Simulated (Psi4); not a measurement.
# DSD-PBEP86/aug-cc-pVTZ (density fitting for correlation) run of Li2 (lithium dimer)

What is the energy change on altering one bond length of Li2 (lithium dimer) at DSD-PBEP86/aug-cc-pVTZ (density fitting for correlation)? Input form: a Python script.

The calculation is run with Psi4 1.11.

### 1 The molecule

The species is Li2 (2 atoms), meant as a singlet with charge 0. As SMILES, `[Li][Li]`. The bond length is the measured one.

Bond lengths: Li1–Li2 2.673 Å.

### 2 A single-point energy at DSD-PBEP86/aug-cc-pVTZ (density fitting for correlation)

Contents of job.py:

```python
import psi4

psi4.set_memory(1600000000)
psi4.set_num_threads(1)
psi4.set_output_file('li2.out', False)

m = psi4.geometry("""
0 1
Li     0.00000000     0.00000000     0.00000000
Li     0.00000000     0.00000000     5.05104896
units au
symmetry c1
no_reorient
no_com
""")

options = {'basis': 'aug-cc-pVTZ', 'puream': True, 'e_convergence': 1e-09, 'd_convergence': 1e-08, 'scf_type': 'pk', 'dft_radial_points': 99, 'dft_spherical_points': 590, 'num_frozen_docc': 0}
psi4.set_options(options)

e_tot, wfn = psi4.energy("dsd-pbep86", molecule=m, return_wfn=True)
print(f'dsd-pbep86 energy: {e_tot:.10f} Eh')
```

Command:

```
python job.py
```

li2.out, shortened:

```text
[...]
  Running in c1 symmetry.
[...]
  Nuclear repulsion =    1.781808109814877
[...]
  Multiplicity = 1
[...]
  Nalpha       = 3
  Nbeta        = 3
[...]
    Number of basis functions: 92
[...]
   @RKS iter   1:   -14.90424512896843   -2.05415e-01   8.41589e-04 ADIIS/DIIS
[...]
   @RKS iter   8:   -14.91716223863508   -7.19247e-12   9.68507e-10 DIIS
[...]
    Orbital Energies [Eh]
    ---------------------
    Doubly Occupied:
       1A     -2.293544     2A     -2.293193     3A     -0.169022
    Virtual:
       4A     -0.014915     5A      0.002490     6A      0.002490
       7A      0.006400     8A      0.014574     9A      0.021625
      10A      0.021625    11A      0.028307    12A      0.030811
      13A      0.030811    14A      0.035685    15A      0.040444
      16A      0.058031    17A      0.058031    18A      0.091818
      19A      0.091818    20A      0.093131    21A      0.104458
      22A      0.111466    23A      0.111466    24A      0.117439
      25A      0.121719    26A      0.128690    27A      0.128690
[...]
  @RKS Final Energy:   -14.91716223863508
   => Energetics <=
    Nuclear Repulsion Energy =              1.7818081098148768
    One-Electron Energy =                 -23.1399664128381239
    Two-Electron Energy =                   7.4842342967274469
    DFT Exchange-Correlation Energy =      -1.0432382323392755
    Empirical Dispersion Energy =           0.0000000000000000
    VV10 Nonlocal Energy =                  0.0000000000000000
    Total Energy =                        -14.9171622386350773
[...]
 Multipole Moments:
 ------------------------------------------------------------------------------------
     Multipole            Electronic (a.u.)      Nuclear  (a.u.)        Total (a.u.)
 ------------------------------------------------------------------------------------
 L = 1.  Multiply by 2.5417464519 to convert [e a0] to [Debye]
 Dipole X            :          0.0000000            0.0000000            0.0000000
 Dipole Y            :          0.0000000            0.0000000            0.0000000
 Dipole Z            :        -15.1531469           15.1531469           -0.0000000
 Magnitude           :                                                    0.0000000
[...]
```

Standard output:

```text
dsd-pbep86 energy: -14.9434861643 Eh
```

Run time: 16 s. Hardware: 1 thread of Intel Xeon at 2.50GHz (Skylake/Cascade Lake), shared host; peak memory 0.73 GiB.

### 3 The distorted shape, same level

Contents of calc.py:

```python
import psi4

psi4.set_memory(1600000000)
psi4.set_num_threads(1)
psi4.set_output_file('run.log', False)

geom = psi4.geometry("""
0 1
Li     0.000000     0.000000    -3.207500
Li     0.000000     0.000000     2.672900
symmetry c1
no_reorient
no_com
""")

psi4.set_options({
    'basis': 'aug-cc-pVTZ',
    'puream': True,
    'e_convergence': 1e-09,
    'd_convergence': 1e-08,
    'scf_type': 'pk',
    'dft_radial_points': 99,
    'dft_spherical_points': 590,
    'num_frozen_docc': 0,
})

energy_value = psi4.energy("dsd-pbep86", molecule=geom)
print(f'total energy {energy_value:.8f} hartree = {energy_value * 27.211386:.5f} eV')
```

Command:

```
python calc.py
```

run.log, shortened:

```text
[...]
  Running in c1 symmetry.
[...]
  Nuclear repulsion =    0.809910022452554
[...]
  Multiplicity = 1
[...]
  Nalpha       = 3
  Nbeta        = 3
[...]
    Number of basis functions: 92
[...]
   @RKS iter   1:   -14.86076409542232   -1.61664e-01   2.26893e-04 DIIS/ADIIS
[...]
   @RKS iter   7:   -14.86302805860568   -2.36184e-11   2.23823e-09 DIIS
[...]
    Orbital Energies [Eh]
    ---------------------
    Doubly Occupied:
       1A     -2.346720     2A     -2.346718     3A     -0.134876
    Virtual:
       4A     -0.058140     5A      0.000355     6A      0.000837
       7A      0.000837     8A      0.012107     9A      0.012107
      10A      0.013732    11A      0.018309    12A      0.031726
      13A      0.032384    14A      0.032534    15A      0.032534
      16A      0.038529    17A      0.038529    18A      0.049199
      19A      0.087808    20A      0.087808    21A      0.088155
      22A      0.088155    23A      0.102530    24A      0.102530
      25A      0.104245    26A      0.106498    27A      0.120091
[...]
  @RKS Final Energy:   -14.86302805860568
   => Energetics <=
    Nuclear Repulsion Energy =              0.8099100224525543
    One-Electron Energy =                 -20.9591964730463722
    Two-Electron Energy =                   6.3063776352424483
    DFT Exchange-Correlation Energy =      -1.0201192432543089
    Empirical Dispersion Energy =           0.0000000000000000
    VV10 Nonlocal Energy =                  0.0000000000000000
    Total Energy =                        -14.8630280586056767
[...]
 Multipole Moments:
 ------------------------------------------------------------------------------------
     Multipole            Electronic (a.u.)      Nuclear  (a.u.)        Total (a.u.)
 ------------------------------------------------------------------------------------
 L = 1.  Multiply by 2.5417464519 to convert [e a0] to [Debye]
 Dipole X            :         -0.0000000            0.0000000           -0.0000000
 Dipole Y            :          0.0000000            0.0000000            0.0000000
 Dipole Z            :          3.0307428           -3.0307428            0.0000000
 Magnitude           :                                                    0.0000000
[...]
```

On the terminal:

```text
total energy -14.89522966 hartree = -405.31984 eV
```

It took 15 s on 1 thread of Intel Xeon at 2.50GHz (Skylake/Cascade Lake), shared host; peak memory 0.72 GiB.

### 4 What came out

At DSD-PBEP86/aug-cc-pVTZ (density fitting for correlation):

```
                                                           quantity         value
                                          first shape: total energy  -14.94349 Eh
                     first shape: HOMO energy (SCF part's orbitals)      -4.60 eV
                     first shape: LUMO energy (SCF part's orbitals)      -0.41 eV
                   first shape: HOMO–LUMO gap (SCF part's orbitals)       4.19 eV
                                      distorted shape: total energy  -14.89523 Eh
                 distorted shape: HOMO energy (SCF part's orbitals)      -3.67 eV
                 distorted shape: LUMO energy (SCF part's orbitals)      -1.58 eV
               distorted shape: HOMO–LUMO gap (SCF part's orbitals)       2.09 eV
energy change with the Li1–Li2 bond stretched from 2.673 to 5.880 Å      1.313 eV
```

One bond (distorted shape) is far stretched, which a spin-restricted single reference describes badly; a broken-symmetry solution may lie lower. With the Li1–Li2 bond stretched from 2.673 to 5.880 Å the energy rises by 1.31 eV (30 kcal/mol). The first shape isn't relaxed at this level, so the change isn't measured from a minimum. A restricted reference can't describe the breaking bond well at this length.
